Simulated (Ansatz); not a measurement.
Reaction (substitution at a C–C bond): `C=CC(C)(F)Cl` + HCl → `CC(F)(Cl)Cl` + ethylene

Program: Ansatz. Geometries: PBE0-D4/def2-TZVP. ΔE: electronic, gas phase. CCSD(T)/CBS adds triple-zeta CCSD(T) − MP2 to the extrapolated MP2 energy (def2 sets, frozen cores). This one scheme is used for every species. DFT in def2-TZVPP. One conformer a species, not always the lowest.

`C=CC(C)(F)Cl`:

Cartesian coordinates in Å:
```
C 0.692 1.637 0.917
C 0.781 0.584 0.123
C -0.101 -0.615 0.231
C -0.900 -0.898 -1.016
F -0.959 -0.484 1.283
Cl 0.951 -2.041 0.587
H 1.350 2.487 0.786
H -0.033 1.680 1.720
H 1.511 0.536 -0.678
H -0.237 -1.028 -1.870
H -1.566 -0.053 -1.205
H -1.489 -1.804 -0.880
```

HCl:

Cartesian coordinates in Å:
```
Cl 0.064 -0.089 0.630
H -0.064 0.089 -0.630
```

`CC(F)(Cl)Cl`:

```xyz
8

C     0.710   -0.136   -0.417
C    -0.598    0.051    0.298
F    -1.483   -0.884   -0.102
Cl   -0.395   -0.119    2.055
Cl   -1.300    1.643   -0.061
H     0.542   -0.045   -1.490
H     1.099   -1.129   -0.188
H     1.425    0.619   -0.094
```

`C=C`:

Cartesian coordinates in Å:
```
C 0.439 -0.370 -0.328
C -0.439 0.370 0.328
H 1.302 0.069 -0.818
H 0.332 -1.447 -0.404
H -1.301 -0.069 0.818
H -0.332 1.447 0.404
```

```
             level  ΔE (eV)
         r2SCAN-D4     0.46
               PBE     0.40
     HF/def2-TZVPP     0.51
    MP2/def2-TZVPP     0.53
SCS-MP2/def2-TZVPP     0.51
     HF/def2-QZVPP     0.51
      HF/CBS(def2)     0.51
    CCSD/CBS(def2)     0.51
```

(1) What does CCSD(T)/CBS give? (Estimate.)

Largest T1 diagnostic among the species: 0.011.

Answers

(1) Ansatz gave: +0.50 eV. The listed levels differ from it by -0.04, -0.10, 0.01, 0.03, 0.01, 0.01, 0.01, 0.01 eV.

From PBE to PBE0 (25 % exact exchange), in def2-TZVPP and without D4, ΔE moves by +0.06 eV. The D4 term adds +0.04 eV with B3LYP and +0.03 eV with PBE0; it sums over pairs of atoms, weighted by their polarisabilities, and B3LYP, whose exchange is more repulsive, gets the larger term.

B3LYP here is the variant with VWN-RPA as its local correlation; programs differ in this.
